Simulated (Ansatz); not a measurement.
**SiNH (singlet): wave-function methods side by side at scale of all distances = 2.369, 6-31G**

Aim: climb from Hartree-Fock through coupled cluster and multireference methods for SiNH (singlet) at one geometry and basis, and see what each rung misses.

Computed with Ansatz 0.2.0, Gaussian basis. Level: 6-31G, core rule «outside noble gas», up to 6 orbitals frozen.

To be run: UHF; CCSD(T) on RHF; CCSD(T) on UHF; CISD; CCSDT(Q) on RHF; CCSDT(Q) on UHF; CISDTQ; CASSCF and MRCISD+Q, 2 electrons in 2 orbitals; CASSCF and NEVPT2, 2 electrons in 2 orbitals; CASSCF and MRCISD+Q, 10 electrons in 9 orbitals; CASSCF and NEVPT2, 10 electrons in 9 orbitals; Full CI; Full CI in the symmetry of the determinant.

17 further runs of the same task are left out: 3 for a known fault of the program, 13 that didn't finish, 1 set aside as unsound or not needed.

### 1 The system

The geometry derives from a PBE0/def2-TZVP stationary point (not a proven minimum). All distances are scaled together.

3 atoms, charge 0, spin multiplicity 1.

Atoms are counted from 1 here; the program's logs count them from 0.

No contacts short enough for the rule that draws bonds.

### 2 UHF

File in.yaml:

```yaml
crystal:
  periodic: [false, false, false]
  atoms:
    - {symbol: Si, position_ang: [0.000000, 0.000000, 3.230439]}
    - {symbol: N, position_ang: [0.000000, 0.000000, -0.431175]}
    - {symbol: H, position_ang: [0.000000, 0.000000, -2.799265]}
basis:
  gaussian: {orbitals: 6-31G}
magnetization: {spin_polarized: true, initial_magnetization: 0}
hamiltonian: {xc: hf}
output: {orbitals: {seedname: orbitals}}
```

Command:

```console
$ ansatz run in.yaml --threads 1 --pin off --events-out ev --progress --plain --max-ram 2393MiB
```

Further steps of the session: CCSD(T) on RHF; CCSD(T) on UHF; CISD; CCSDT(Q) on RHF; CCSDT(Q) on UHF; CISDTQ; CASSCF and MRCISD+Q, 2 electrons in 2 orbitals; CASSCF and NEVPT2, 2 electrons in 2 orbitals; CASSCF and MRCISD+Q, 10 electrons in 9 orbitals; CASSCF and NEVPT2, 10 electrons in 9 orbitals; Full CI; Full CI in the symmetry of the determinant.

Q: Predict the results of all the runs planned. Wanted: FCI below the RHF energy; UMP2 from FCI; UCCSD(T) from FCI; UCCSDT(Q) from FCI; NEVPT2 valence from FCI; MRCISD+Q valence from FCI; T1 diagnostic; effectively unpaired electrons.

The runs gave:

| quantity | value |
| --- | --- |
| FCI below the RHF energy | -10.4250 eV |
| UMP2 from FCI | +546.2 meV |
| UCCSD(T) from FCI | +38.8 meV |
| UCCSDT(Q) from FCI | +5.8 meV |
| NEVPT2 valence from FCI | +457.7 meV |
| MRCISD+Q valence from FCI | +7.9 meV |
| levels within 1 kcal/mol (43 meV) | UCCSD(T), UCCSDT, UCCSDT(Q), MRCISD valence, MRCISD+Q valence |
| T1 diagnostic | 0.029 |
| effectively unpaired electrons | 5.51 |

In words: UCCSD(T) lands +38.8 meV from the yardstick (0.4 % of the correlation energy). The occupations show strong static correlation (5.5 unpaired electrons where one determinant has 0). Coupled cluster on one determinant still stays close here. Of the multireference levels listed MRCISD+Q valence comes nearest in total energy (+7.9 meV), which doesn't show that its space is the better one. The lowest state has another symmetry than the determinant, whose own symmetry lies 0.01 eV higher, so single-reference misses include that gap. These misses are within one basis, not against nature.
